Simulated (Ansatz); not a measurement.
# C2H3NO: taking an electron away

An exercise on one series of results from a longer session: the logs are not shown, and one member is left open.

Method: unrestricted cation, the program's frozen cores in correlated methods; program: Ansatz 0.2.0, Gaussian basis.

Levels to be run: UKS PBE-D4/def2-TZVPP; UKS r2SCAN-D4/def2-TZVPP; UKS PBE0-D4/def2-TZVPP; UKS B3LYP-D4/def2-TZVPP; UKS wB97X-V/def2-TZVPP; UKS wB97M-V/def2-TZVPP; UKS B2PLYP/def2-TZVPP; UHF-CCSD(T)/def2-TZVPP; UHF-MP2/def2-QZVPP; extrapolation to the limit; then −ε(HOMO) from the neutral's earlier runs with LDA (SPW92), PBE-D4, revPBE-D4, BLYP-D4, r2SCAN-D4, B97M-V, PBE0-D4, B3LYP-D4, r2SCANh-D4, r2SCAN0-D4, HSE06-D4, BHLYP-D4, CAM-B3LYP-D4, LC-ωPBE, ωB97X-V, ωB97M-V.

## The relaxed structure

The geometry comes from an earlier relaxation with PBE0-D4 in a triple-zeta def2 set; it is a stationary point, not always the lowest conformer.

SMILES `N=C1CO1`, 7 atoms, charge 0, spin multiplicity 1.

Atoms are counted from 1 here; the program's logs count them from 0.

Bond lengths: N1–C2 1.245 Å, N1–H5 1.016 Å, C2–C3 1.439 Å, C2–O4 1.329 Å, C3–O4 1.480 Å, C3–H6 1.086 Å, C3–H7 1.086 Å. Angles: C2–N1–H5 110.7°, N1–C2–C3 159.7°, N1–C2–O4 135.7°, C3–C2–O4 64.5°, C2–C3–O4 54.1°, C2–C3–H6 120.4°, C2–C3–H7 120.5°, O4–C3–H6 114.1°, O4–C3–H7 114.1°, H6–C3–H7 116.7°, C2–O4–C3 61.4°.

The first run:

in.yaml

```yaml
crystal:
  periodic: [false, false, false]
  atoms:
    - {symbol: N, position_ang: [-1.491664, 0.299867, -0.774230]}
    - {symbol: C, position_ang: [-0.502094, -0.115055, -0.143523]}
    - {symbol: C, position_ang: [0.828815, -0.161329, 0.402636]}
    - {symbol: O, position_ang: [-0.224185, -1.183845, 0.595798]}
    - {symbol: H, position_ang: [-1.286978, 1.189494, -1.219418]}
    - {symbol: H, position_ang: [1.074630, 0.396710, 1.300709]}
    - {symbol: H, position_ang: [1.662678, -0.493844, -0.207673]}
basis:
  gaussian: {orbitals: def2-TZVPP}
total_charge: 1
magnetization: {spin_polarized: true, initial_magnetization: 1}
hamiltonian: {xc: pbe, dispersion: d4}
```

Started as:

```
$ ansatz run in.yaml --threads 2 --pin off --events-out ev --progress --plain --max-ram 4352MiB
```

Among the steps run: Cation, UKS PBE-D4/def2-TZVPP; Cation, UKS r2SCAN-D4/def2-TZVPP; Cation, UKS PBE0-D4/def2-TZVPP; Cation, UKS B3LYP-D4/def2-TZVPP; Cation, UKS wB97X-V/def2-TZVPP; Cation, UKS wB97M-V/def2-TZVPP; Cation, UKS B2PLYP (frozen core)/def2-TZVPP; Cation, UHF-CCSD(T)/def2-TZVPP; Cation, UHF-MP2/def2-QZVPP.

One table of the session follows, with a row left open; its other results are not shown here.

It belongs to the step «Ionisation energies side by side». For comparison, −ε(HOMO) of the neutral from earlier runs:

```
  functional  −ε(HOMO) (eV)
 LDA (SPW92)           6.65
      PBE-D4           6.50
   revPBE-D4           6.45
     BLYP-D4           6.41
   r2SCAN-D4           6.81
      B97M-V              ?
     PBE0-D4           8.00
    B3LYP-D4           7.77
  r2SCANh-D4           7.37
  r2SCAN0-D4           8.21
    HSE06-D4           7.60
    BHLYP-D4           9.44
CAM-B3LYP-D4           9.45
     LC-ωPBE          10.79
     ωB97X-V          10.44
     ωB97M-V          10.36
```

Q: Estimate the row for B97M-V from the others.

The run gave: −ε(HOMO) (eV): 6.94. In the column «−ε(HOMO) (eV)» it lies between r2SCAN-D4 (6.81) and r2SCANh-D4 (7.37).
